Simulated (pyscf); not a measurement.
This saddle point was located with ωB97X-D3(BJ)/def2-SVP in PySCF.

```xyz
9

O      1.2731     1.4287     0.0691
Sn    -0.3148     0.3396    -0.1888
Cl     0.1396    -0.2100     2.5915
Cl    -1.2711     1.1682    -2.1260
Cl    -0.1534    -1.9301    -0.5477
H      1.6113     1.2722     0.9641
O     -1.8361     0.7665     1.1056
H     -1.1533     0.2822     2.1237
H     -2.7453     0.5578     0.8476
```
Charge 0, spin multiplicity 1.

Surface: singlet, charge 0. Lowest wavenumbers (cm⁻¹): 561i, 73, 84, 120, 132.

Problem. Which two sides does it connect, and which bonds change?

Solution. HO–Sn(Cl)(Cl)–Cl (SMILES [OH][Sn]([Cl])([Cl])[Cl]) + H₂O (SMILES O) ⇌ HO–Sn(OH)(Cl)–Cl (SMILES [OH][Sn]([OH])([Cl])[Cl]) + HCl (SMILES Cl), a four-centre exchange read from left to right: Cl–Sn, H–O broken and O–Sn, Cl–H formed. At ωB97M-D3(BJ)/def2-TZVP it lies +54.1 kJ/mol from the left side and -2.8 kJ/mol from the right (each side as separated species at their lowest minima found). On the reactant side the descent ends in an adduct with a O–Sn contact (not fully relaxed), 39.1 kJ/mol under the separated species and 92.5 kJ/mol under the saddle at ωB97X-D3(BJ)/def2-TZVP. On the product side the descent ends in a complex, 31.1 kJ/mol under the separated species and 17.8 kJ/mol under the saddle at ωB97X-D3(BJ)/def2-TZVP. At ωB97M-D3(BJ) the saddle lies under the separated products, which points to a path from their complex (located at ωB97X-D3(BJ) alone), and parting the products costs more than the saddle. What is counted as formed (O–Sn) is already present as a longer contact in the reactant adduct; forming that adduct is a step of its own. This is the saddle that the search found; another between the same sides may lie lower. Elements past Kr carry the def2 core potentials, without spin-orbit coupling.
